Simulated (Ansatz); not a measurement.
**Relative stability**

Two relaxed structures of CH$_{5}$SSi (charge -1), closed shell (PBE0-D4/def2-TZVPD; forces vanish, vibrations not checked).

A:

```xyz
8
angstrom
C -0.5985 0.7864 -0.1708
Si 0.5255 -0.7155 0.1368
S 1.9163 -0.4830 1.6139
H -1.3161 0.5925 -0.9771
H 0.0059 1.6576 -0.4406
H -1.1521 1.0330 0.7401
H 1.0796 -1.0211 -1.2415
H -0.4606 -1.8498 0.3391
```

B:

C1  (-0.865, 0.501, -0.198)
Si2  (0.339, -0.714, 0.166)
S3  (2.081, -0.201, 1.563)
H4  (-0.633, 1.304, -0.896)
H5  (2.682, -1.407, 1.538)
H6  (-1.616, 0.764, 0.546)
H7  (1.116, -1.206, -1.023)
H8  (-0.184, -1.932, 0.875)
(Å)

Computed with Ansatz 0.2.0 (basis: def2-TZVPPD); correlated methods freeze the cores. B3LYP uses VWN-RPA correlation.

**Question.** Which structure is lower at CCSD(T), and by how much? (To be estimated.)

**Answer.** By the calculation: A, by 192.1 kJ/mol (electronic energy, against the other). By their contacts, A is CH₅SSi ([CH3][SiH2][S]), total charge -1 and B is CH₅SSi ([CH2][SiH2][SH]), total charge -1.

All methods give the same order:

```tsv
method	E(B) − E(A) (kJ/mol)
PBE-D4	182.1
r2SCAN-D4	194.4
PBE0-D4	193.9
B3LYP-D4	188.9
wB97M-V	192.6
HF	214.6
MP2	195.8
CCSD	195.8
CCSD(T)	192.1
```

T1 diagnostic: at most 0.013.

Labels in which every atom is bracketed show which atoms are joined, not bond orders.

For scale, one of the runs: CCSD(T)/def2-TZVPPD, 221 basis functions, launched by `ansatz run in.yaml --threads 2 --pin off --events-out ev --progress --plain --max-ram 4352MiB`. The run took 62 s on 2 CPU threads of an Arm Neoverse V2 (shared host), with 3.2 GiB of host memory at its peak.
